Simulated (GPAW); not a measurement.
# TD-RPBE/dzp (scalar-relativistic datasets, kernel RPA, restrict set) run of AlH3Cl− (SMILES [AlH3-][Cl])

We compute the excited states of AlH3Cl−. Input form: an ASE script.

Program for the calculation: GPAW 26.7.0.

3 further runs of the same task are left out: 3 set aside as unsound or not needed.

## (1) The molecule

The species is AlH3Cl− (5 atoms), meant as a singlet with charge -1. As SMILES, `[AlH3-][Cl]`. The shape comes from GFN2-xTB, which is rough for such elements, and wasn't checked as a minimum.

Bond lengths: Al1–Cl2 2.098 Å, Al1–H3 1.609 Å, Al1–H4 1.608 Å, Al1–H5 1.608 Å. Angles: Cl2–Al1–H3 107.0°, Cl2–Al1–H4 107.0°, Cl2–Al1–H5 107.1°, H3–Al1–H4 111.8°, H3–Al1–H5 111.7°, H4–Al1–H5 111.8°.

## (2) The excited states at TD-RPBE/dzp (scalar-relativistic datasets, kernel RPA, restrict set)

calc.py reads:

```python
from ase import Atoms
from ase.units import Hartree
from gpaw import GPAW
from gpaw.lrtddft import LrTDDFT
from gpaw.utilities.adjust_cell import adjust_cell

system = Atoms(['Al', 'Cl', 'H', 'H', 'H'],
    positions=[[  0.109160,  -0.000440,  -0.082500],
               [ -1.562720,  -0.002110,   1.184250],
               [  0.226090,   1.478490,  -0.704190],
               [ -0.160190,  -1.106410,  -1.218300],
               [  1.387660,  -0.369540,   0.820730]])
adjust_cell(system, 5.0, h=0.16)

gpaw_calc = GPAW(mode='lcao',
                 xc='RPBE',
                 maxiter=150,
                 symmetry='off',
                 basis='dzp',
                 h=0.16,
                 charge=-1,
                 legacy_gpaw=True,
                 nbands='nao',
                 txt='run.txt')
system.calc = gpaw_calc
system.get_potential_energy()

lr = LrTDDFT(gpaw_calc, xc='RPA', restrict={'jend': 14, 'istart': 3}, txt='lr.txt')
lr.diagonalize()
energies = [x.get_energy() * Hartree for x in lr][:10]
strengths = [x.get_oscillator_strength()[0] for x in lr][:10]
for n, (e, f) in enumerate(zip(energies, strengths), 1):
    print(f'{n:3d} {e:8.3f} eV  f = {f:.4f}')
lr.analyse(range(4))
```

Started as:

```console
python3 -u calc.py | tee calc.out
```

Log:

```text
1    6.532 eV  f = 0.0009
  2    6.537 eV  f = 0.0010
  3    7.905 eV  f = 0.0000
  4    8.025 eV  f = 0.0188
  5    8.026 eV  f = 0.0186
  6    8.288 eV  f = 0.0231
  7    8.289 eV  f = 0.0230
  8    8.720 eV  f = 0.0674
  9    9.225 eV  f = 0.0000
 10    9.433 eV  f = 0.0052
0: E=6.532 eV, f=0.00094695, (6.2828e-08,0.0025178,0.000323)
  6->7 u 0.987
  rest=0.0133
1: E=6.537 eV, f=0.00099805, (0.0011276,0.00020969,0.0016569)
  5->7 u 0.987
  rest=0.0132
2: E=7.905 eV, f=7.8787e-06, (9.5648e-06,1.5524e-06,1.2519e-05)
  5->8 u 0.489
  6->9 u 0.48
  rest=0.0313
3: E=8.025 eV, f=0.01879, (0.011426,0.03264,0.012305)
  3->7 u 0.0576
  4->7 u 0.826
  5->9 u 0.0455
  6->8 u 0.038
  6->9 u 0.0141
  rest=0.0188
```

run.txt:

```text
___ ___ ___ _ _ _
 |   |   |_  | | | |
 | | | | | . | | | |
 |__ |  _|___|_____|  26.7.0
 |___|_|

units:  Angstrom and eV
cores:  1
OpenMP: False

Versions:
  Python: 3.12.14
  ASE:    3.29.0
  Numpy:  2.5.5
  Scipy:  1.18.1
  Libxc:  7.0.0

Input parameters:
  basis: dzp
  charge: -1
  h: 0.16
  maxiter: 150
  mode: lcao
  nbands: nao
  symmetry: off
  xc: RPBE

System changes: positions, numbers, cell, pbc, initial_charges, initial_magmoms

Initialize ...

species:
  Al:
    name:    Aluminium
    Z:       13.0
    valence: 3
    core:    10
    charge:  0.0  # [|e|]
    file:    Al.RPBE.gz
    compensation charges:
      type: gauss
      rc: 0.34  # [Å]
      lmax: 2
    cutoffs:
      filter: 1.91  # [Å]
      core: 2.36  # [Å]
    projectors
    | kind |    occ | energy [eV] | rcut [Å] |
    |------|--------|-------------|----------|
    |   3s |  2.000 |      -7.732 |    1.085 |
    |   3p |  1.000 |      -2.717 |    1.085 |
    |    s |        |      19.479 |    1.085 |
    |    p |        |      24.495 |    1.085 |
    |    d |        |       0.000 |    1.085 |

    LCAO basis set for Al:
      Name: dzp
      File: Al.dzp.basis.gz
      Number of radial functions: 5
      Number of spherical harmonics: 13
        l=0, rc=7.8750 Bohr: 3s-sz confined orbital
        l=1, rc=10.4219 Bohr: 3p-sz confined orbital
        l=0, rc=4.6094 Bohr: 3s-dz split-valence wave
        l=1, rc=6.2812 Bohr: 3p-dz split-valence wave
        l=2, rc=10.4219 Bohr: d-type Gaussian polarization
      Number of RI-basis functions 0

  Cl:
    name:    Chlorine
    Z:       17.0
    valence: 7
    core:    10
    charge:  0.0  # [|e|]
    file:    Cl.RPBE.gz
    compensation charges:
      type: gauss
      rc: 0.25  # [Å]
      lmax: 2
    cutoffs:
      filter: 1.40  # [Å]
[... 53 lines left out ...]
Reference energy: -19203.549983  # eV
[... 3 lines left out ...]
Convergence criteria:
 Maximum [total energy] change in last 3 cyles: 0.0005 eV / valence electron
[... 4 lines left out ...]
 the SCF output indicates the quantity has converged.)
[... 9 lines left out ...]
       k-points in crystal coordinates                weights
[... 61 lines left out ...]
Bands to converge: occupied
[... 59 lines left out ...]
Converged after 9 iterations.
[... 1 line left out ...]
Dipole moment: (-6.585419, -6.211759, -6.586318) |e|*Ang
[... 11 lines left out ...]
Free energy:    -16.969400
[... 67 lines left out ...]
Converged after 3 iterations.
[... 1 line left out ...]
Dipole moment: (-6.585419, -6.211759, -6.586318) |e|*Ang
[... 11 lines left out ...]
Free energy:    -16.969400
[... 34 lines left out ...]
[... 7 lines of this table left out ...]
 Density:                            3.662     0.000   0.0% |
  Atomic density matrices:           0.008     0.008   0.0% |
  Mix:                               2.931     2.931   1.3% ||
  Multipole moments:                 0.001     0.001   0.0% |
  Normalize:                         0.012     0.012   0.0% |
  Pseudo density:                    0.709     0.018   0.0% |
   Calculate density matrix:         0.001     0.001   0.0% |
   Construct density:                0.689     0.689   0.3% |
   Symmetrize density:               0.000     0.000   0.0% |
 Hamiltonian:                       20.348     0.001   0.0% |
  Atomic:                            0.867     0.008   0.0% |
   XC Correction:                    0.859     0.859   0.4% |
  Calculate atomic Hamiltonians:     0.035     0.035   0.0% |
  Communicate:                       0.000     0.000   0.0% |
  Hartree integrate/restrict:        0.901     0.901   0.4% |
  Poisson:                           8.170     1.028   0.5% |
   Communicate from 1D:              0.731     0.731   0.3% |
   Communicate from 2D:              0.804     0.804   0.4% |
   Communicate to 1D:                0.816     0.816   0.4% |
   Communicate to 2D:                0.814     0.814   0.4% |
   FFT 1D:                           1.599     1.599   0.7% |
   FFT 2D:                           2.377     2.377   1.1% |
  XC 3D grid:                       10.182    10.182   4.6% |-|
  vbar:                              0.193     0.193   0.1% |
 LCAO eigensolver:                   1.123     0.002   0.0% |
  Calculate projections:             0.001     0.001   0.0% |
  DenseAtomicCorrection:             0.004     0.004   0.0% |
  Distribute overlap matrix:         0.000     0.000   0.0% |
  Orbital Layouts:                   0.011     0.011   0.0% |
  Potential matrix:                  1.105     1.105   0.5% |
ST tci:                              0.006     0.006   0.0% |
Set symmetry:                        0.000     0.000   0.0% |
TCI: Evaluate splines:               0.428     0.428   0.2% |
mktci:                               0.004     0.004   0.0% |
Other:                              32.325    32.325  14.5% |-----|
-----------------------------------------------------------
Total:                                       222.802 100.0%

Memory usage: 1.19 GiB
```

lr.txt:

```text
Kohn-Sham single transitions

KSS 32 transitions (restrict={'jend': 14, 'istart': 3})
KSS TRK sum 4.22564 (3.83148,4.63319,4.21226)
KSS polarisabilities(l=0-3) 4.22564, 35.3472, 331.095, 3369.08

Linear response TDDFT calculation

RPA 32 transitions
RPA kss[0]= # <KSSingle> 3->7 0(0) eji=7.68312[eV] (-0.206912,-0.164319,-0.272085)
RPA estimated time left 2m50s
RPA kss[1]= # <KSSingle> 3->8 0(0) eji=9.09223[eV] (-0.267944,-0.0268303,-0.316996)
RPA estimated time left 2m17s
RPA kss[2]= # <KSSingle> 3->9 0(0) eji=9.10295[eV] (-0.133743,-0.413054,0.134768)
RPA estimated time left 2m32s
RPA kss[3]= # <KSSingle> 3->10 0(0) eji=10.2966[eV] (-0.225131,-0.177393,-0.296802)
RPA estimated time left 2m21s
RPA kss[4]= # <KSSingle> 3->11 0(0) eji=11.2504[eV] (0.0657816,0.250119,-0.161033)
RPA estimated time left 2m3s
RPA kss[5]= # <KSSingle> 3->12 0(0) eji=11.2529[eV] (-0.199627,-0.0888508,-0.158946)
RPA estimated time left 1m43s
RPA kss[6]= # <KSSingle> 3->13 0(0) eji=12.3149[eV] (-0.0916414,-0.0737824,-0.121605)
RPA estimated time left 1m46s
RPA kss[7]= # <KSSingle> 3->14 0(0) eji=14.6962[eV] (0.155587,-0.311739,-0.108772)
RPA estimated time left 1m37s
RPA kss[8]= # <KSSingle> 4->7 0(0) eji=7.68137[eV] (0.107969,-0.343,0.123087)
RPA estimated time left 1m44s
RPA kss[9]= # <KSSingle> 4->8 0(0) eji=9.09048[eV] (-0.16729,0.412391,0.0939546)
RPA estimated time left 1m39s
RPA kss[10]= # <KSSingle> 4->9 0(0) eji=9.1012[eV] (-0.231403,-0.0255964,-0.342337)
RPA estimated time left 1m31s
RPA kss[11]= # <KSSingle> 4->10 0(0) eji=10.2949[eV] (0.100266,-0.366767,0.14462)
RPA estimated time left 1m21s
RPA kss[12]= # <KSSingle> 4->11 0(0) eji=11.2487[eV] (0.0964748,0.0895137,0.232528)
RPA estimated time left 1m15s
RPA kss[13]= # <KSSingle> 4->12 0(0) eji=11.2512[eV] (-0.17587,0.255482,0.0190349)
RPA estimated time left 1m11s
RPA kss[14]= # <KSSingle> 4->13 0(0) eji=12.3132[eV] (0.0344832,-0.154391,0.0654925)
RPA estimated time left 58s
RPA kss[15]= # <KSSingle> 4->14 0(0) eji=14.6945[eV] (-0.203548,-0.00360407,-0.24872)
RPA estimated time left 50s
RPA kss[16]= # <KSSingle> 5->7 0(0) eji=6.20967[eV] (0.037697,0.017617,0.0497004)
RPA estimated time left 39s
RPA kss[17]= # <KSSingle> 5->8 0(0) eji=7.61878[eV] (0.265878,0.100642,0.313801)
RPA estimated time left 42s
RPA kss[18]= # <KSSingle> 5->9 0(0) eji=7.6295[eV] (-0.348204,0.409665,0.138119)
RPA estimated time left 35s
RPA kss[19]= # <KSSingle> 5->10 0(0) eji=8.82319[eV] (0.461721,0.210356,0.606654)
RPA estimated time left 33s
RPA kss[20]= # <KSSingle> 5->11 0(0) eji=9.77698[eV] (0.495687,-0.334033,-0.138794)
RPA estimated time left 31s
RPA kss[21]= # <KSSingle> 5->12 0(0) eji=9.77949[eV] (0.11284,0.190696,0.326545)
RPA estimated time left 24s
RPA kss[22]= # <KSSingle> 5->13 0(0) eji=10.8415[eV] (-0.100119,-0.0450658,-0.131087)
RPA estimated time left 17s
RPA kss[23]= # <KSSingle> 5->14 0(0) eji=13.2228[eV] (0.676082,0.283182,-0.58106)
RPA estimated time left 17s
RPA kss[24]= # <KSSingle> 6->7 0(0) eji=6.20318[eV] (-0.0112794,0.0647004,-0.0133021)
RPA estimated time left 14s
RPA kss[25]= # <KSSingle> 6->8 0(0) eji=7.61229[eV] (-0.225376,-0.411903,0.296935)
RPA estimated time left 13s
RPA kss[26]= # <KSSingle> 6->9 0(0) eji=7.62301[eV] (0.23125,0.101053,0.34026)
RPA estimated time left 8s
RPA kss[27]= # <KSSingle> 6->10 0(0) eji=8.8167[eV] (-0.129611,0.757682,-0.165154)
RPA estimated time left 7s
RPA kss[28]= # <KSSingle> 6->11 0(0) eji=9.77049[eV] (-0.286771,-0.193761,-0.2016)
RPA estimated time left 6s
RPA kss[29]= # <KSSingle> 6->12 0(0) eji=9.77299[eV] (-0.263126,-0.340547,0.442261)
RPA estimated time left 3s
RPA kss[30]= # <KSSingle> 6->13 0(0) eji=10.835[eV] (0.0292882,-0.162598,0.0349139)
RPA estimated time left 1s
RPA kss[31]= # <KSSingle> 6->14 0(0) eji=13.2163[eV] (0.253092,0.0539709,0.165104)
# diagonalize: 32 transitions original
# diagonalize: 32 transitions now
LrTDDFT digonalized:
  <LrTDDFTExcitation> om=6.53211[eV] |me|=0.0376885 (-0.00,0.94,-0.34)
  <LrTDDFTExcitation> om=6.53741[eV] |me|=0.038692 (0.61,0.26,0.74)
  <LrTDDFTExcitation> om=7.90529[eV] |me|=0.00343775 (-0.64,-0.26,-0.73)
  <LrTDDFTExcitation> om=8.02499[eV] |me|=0.167886 (-0.45,0.76,-0.47)
  <LrTDDFTExcitation> om=8.02646[eV] |me|=0.167155 (-0.43,-0.65,-0.63)
  <LrTDDFTExcitation> om=8.28758[eV] |me|=0.186189 (-0.41,0.73,-0.54)
  <LrTDDFTExcitation> om=8.28874[eV] |me|=0.185788 (-0.43,-0.69,-0.58)
  <LrTDDFTExcitation> om=8.72[eV] |me|=0.318018 (0.80,-0.05,-0.60)
  <LrTDDFTExcitation> om=9.22476[eV] |me|=0.00203033 (-0.67,0.39,-0.64)
  <LrTDDFTExcitation> om=9.43299[eV] |me|=0.0879382 (-0.03,-0.96,0.26)
  <LrTDDFTExcitation> om=9.4425[eV] |me|=0.0838912 (0.62,0.20,0.76)
  <LrTDDFTExcitation> om=9.80999[eV] |me|=0.342864 (0.61,0.04,0.79)
  <LrTDDFTExcitation> om=9.81107[eV] |me|=0.341347 (0.08,-1.00,-0.01)
  <LrTDDFTExcitation> om=9.91319[eV] |me|=0.0096691 (-0.26,-0.93,0.27)
  <LrTDDFTExcitation> om=9.91624[eV] |me|=0.00506073 (-0.05,-0.99,-0.09)
  <LrTDDFTExcitation> om=10.266[eV] |me|=0.43127 (0.59,0.18,0.79)
[... 8 lines of this table left out ...]
  <LrTDDFTExcitation> om=11.9148[eV] |me|=1.04632 (-0.17,0.98,-0.08)
  <LrTDDFTExcitation> om=12.7875[eV] |me|=0.318673 (-0.71,-0.34,0.61)
  <LrTDDFTExcitation> om=12.8837[eV] |me|=0.339045 (-0.60,-0.09,-0.79)
  <LrTDDFTExcitation> om=12.8971[eV] |me|=0.301728 (0.12,-0.99,0.02)
  <LrTDDFTExcitation> om=13.6801[eV] |me|=0.359479 (-0.60,-0.08,-0.79)
  <LrTDDFTExcitation> om=14.7504[eV] |me|=1.03072 (0.72,0.38,-0.58)
  <LrTDDFTExcitation> om=15.1033[eV] |me|=0.448322 (-0.61,-0.08,-0.79)
  <LrTDDFTExcitation> om=16.3154[eV] |me|=0.445558 (-0.52,0.79,0.31)
Timing:          incl.     excl.
---------------------------------------
diagonalize:     0.002     0.000   0.0% |
 build:          0.001     0.001   0.0% |
 clean:          0.000     0.000   0.0% |
 omega:          0.001     0.001   0.0% |
Other:         181.389   181.389 100.0% |---------------------------------------|
---------------------------------------
Total:                   181.391 100.0%

Memory usage: 1.19 GiB
```

Run time: 3.7 min. Hardware: 1 thread of Intel Xeon at 2.50GHz (Skylake/Cascade Lake), shared host; peak memory 1.2 GiB.

The roots found:

```tsv
excited state	energy (eV)	strength
1	6.532	0.0009
2	6.537	0.0010
3	7.905	0.0000
4	8.025	0.0188
5	8.026	0.0186
6	8.288	0.0231
7	8.289	0.0230
8	8.720	0.0674
9	9.225	0.0000
10	9.433	0.0052
```

## (3) Summary of results

At TD-RPBE/dzp (scalar-relativistic datasets, kernel RPA, restrict set):

```
                                              quantity        value
energy as printed (from the program's reference atoms)  -16.9694 eV
                 HOMO energy (RPBE Kohn–Sham orbitals)     -0.69 eV
                 LUMO energy (RPBE Kohn–Sham orbitals)      5.51 eV
 HOMO–LUMO gap (to an unbound level, set by the basis)      6.20 eV
                      lowest singlet excitation energy      6.53 eV
```

**Reading.** The brightest of the 10 transitions from the ground state lies at 8.72 eV (142 nm, f = 0.067); the lowest, at 6.53 eV, has f = 0.001. For an anion, states without diffuse functions may be basis-held continuum. Roots above 0.7 eV lie over the negative of the HOMO energy, where those of Rydberg kind are poorly described; valence roots are less touched.
